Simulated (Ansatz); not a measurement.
## A saddle search, step by step

BH₃O₂, singlet, PBE-D4/def2-SVP (Ansatz 0.2.0). Settings; a guess of the unstable mode was typed too, and convergence needs a confirmed negative curvature besides the force tolerance:

```yaml
hamiltonian: {xc: pbe, dispersion: d4}
saddle:
  f_tol: 0.02
  max_steps: 40
```

Start:

B1  (-0.477, 0.126, -0.443)
O2  (0.525, 0.253, 0.743)
O3  (-0.894, -0.963, -0.274)
H4  (-0.039, -0.771, 0.739)
H5  (-0.699, 1.016, -1.335)
H6  (1.417, 0.273, 0.496)
(Å)

| step | energy less the last (meV) | largest force component (eV/Å) |
| --- | --- | --- |
| 1 | 690.1 | 9.156 |
| 2 | 146.7 | 3.988 |
| 3 | 20.9 | 1.506 |
| 4 | 1.0 | 0.166 |
| 5 | 0.1 | 0.117 |
| 6 | -0.1 | 0.045 |
| 7 | 0.0 | 0.042 |
| 8 | 0.0 | 0.019 |
| 9 | 0.0 | 0.000 |

Step 2, positions (Å) and forces (eV/Å):

```
atom       x       y       z      Fx      Fy      Fz
  B1  -0.532   0.081  -0.471   1.062   3.988  -1.432
  O2   0.477   0.336   0.726   0.179  -1.112   0.173
  O3  -1.004  -1.043  -0.262  -0.872  -3.031   0.748
  H4   0.044  -0.765   0.702  -0.098   0.456   0.342
  H5  -0.584   1.037  -1.258  -0.095  -0.495   0.261
  H6   1.431   0.288   0.490  -0.176   0.195  -0.093
```

Step 4, positions (Å) and forces (eV/Å):

```tsv
atom	x	y	z	Fx	Fy	Fz
B1	-0.521	0.119	-0.499	-0.025	0.015	0.084
O2	0.481	0.292	0.740	0.129	0.012	-0.012
O3	-0.978	-1.056	-0.263	-0.107	-0.166	-0.105
H4	0.033	-0.748	0.745	-0.008	0.092	0.027
H5	-0.607	1.045	-1.271	0.008	0.034	-0.029
H6	1.426	0.282	0.475	0.003	0.013	0.035
```

Step 8, positions (Å) and forces (eV/Å):

| atom | x | y | z | Fx | Fy | Fz |
| --- | --- | --- | --- | --- | --- | --- |
| B1 | -0.521 | 0.119 | -0.495 | 0.013 | 0.015 | 0.005 |
| O2 | 0.487 | 0.293 | 0.735 | 0.005 | -0.002 | -0.010 |
| O3 | -0.978 | -1.060 | -0.264 | -0.013 | -0.019 | -0.007 |
| H4 | 0.022 | -0.748 | 0.740 | 0.006 | 0.010 | 0.006 |
| H5 | -0.610 | 1.044 | -1.271 | -0.001 | -0.002 | 0.004 |
| H6 | 1.434 | 0.285 | 0.481 | -0.009 | -0.001 | 0.002 |

Last step (9):

```xyz
6
angstrom
B -0.5200 0.1194 -0.4950
O 0.4866 0.2939 0.7346
O -0.9778 -1.0600 -0.2640
H 0.0210 -0.7482 0.7409
H -0.6104 1.0440 -1.2702
H 1.4334 0.2842 0.4804
```

The run took about 27 s on 2 CPU threads of an Arm Neoverse V1 (shared host).
